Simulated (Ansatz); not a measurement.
# H2O ··· CH3Cl

The pair of H2O (SMILES O, atoms 1–3) and CH3Cl (SMILES CCl, atoms 4–8), both closed shells, in one local arrangement (a lower one may exist), relaxed at PBE0-D4/def2-TZVP:

```
8
angstrom
O -0.1565 -0.1142 -2.0410
H -0.2102 0.6755 -1.4912
H 0.5675 0.0535 -2.6478
C -0.0371 -0.2734 1.2705
Cl -0.0692 1.4613 0.8676
H -0.9429 -0.5087 1.8235
H 0.8426 -0.4623 1.8805
H 0.0058 -0.8317 0.3382
```

Computed with Ansatz 0.2.0 (basis: def2-TZVPPD, with def2-QZVPPD for the basis limit); correlated methods freeze the cores. B3LYP uses VWN-RPA correlation. Extrapolation: Hartree–Fock as exp(−7.88 √X), correlation as X^−2.97. Interaction energies count from these two fragments, frozen as in the pair, with the counterpoise correction; negative means bound.

(1) What is the interaction energy by CCSD(T) at an estimated basis limit (MP2 extrapolated from triple and quadruple zeta, plus CCSD(T) − MP2 in triple zeta)? (To be estimated.)

(2) Which atoms make the shortest contact between the fragments?

No T1 diagnostic of these runs exceeds 0.011.

Results:

(1) By the calculation: -14.8 kJ/mol. Hartree–Fock alone gives -5.7 kJ/mol at the basis limit. It counts from the two fragments frozen as in the pair.

The same quantity by other methods in triple zeta, and each one's difference from that estimate:
| method | E_int (kJ/mol) | difference |
| --- | --- | --- |
| PBE-D4 | -15.9 | -1.1 |
| revPBE-D4 | -13.0 | 1.8 |
| BLYP-D4 | -13.7 | 1.1 |
| r2SCAN-D4 | -15.7 | -1.0 |
| B97M-V | -15.4 | -0.6 |
| PBE0-D4 | -15.3 | -0.6 |
| B3LYP-D4 | -14.5 | 0.3 |
| HSE06-D4 | -15.3 | -0.5 |
| wB97X-V | -14.7 | 0.0 |
| wB97M-V | -14.8 | 0.0 |
| B2PLYP | -11.5 | 3.3 |
| HF | -5.6 | 9.2 |
| MP2 | -13.2 | 1.6 |
| CCSD | -11.6 | 3.2 |
| CCSD(T) | -12.9 | 1.9 |
Differences are method less estimate.

(2) H2 and H8, 2.38 Å apart.

Basis-set superposition shift (counterpoise-corrected less uncorrected): CCSD(T) 2.1; MP2 2.0; HF 0.2; PBE0-D4 0.2; wB97M-V 0.2 kJ/mol.

For scale, one of the runs: CCSD(T)/def2-TZVPPD, 213 basis functions, launched by `ansatz run in.yaml --threads 4 --pin off --events-out ev --progress --plain --max-ram 9574MiB`. Time: 12 s of wall clock on 4 CPU threads of an AMD EPYC 9R45; the host was shared. Peak host memory: 3 GiB.
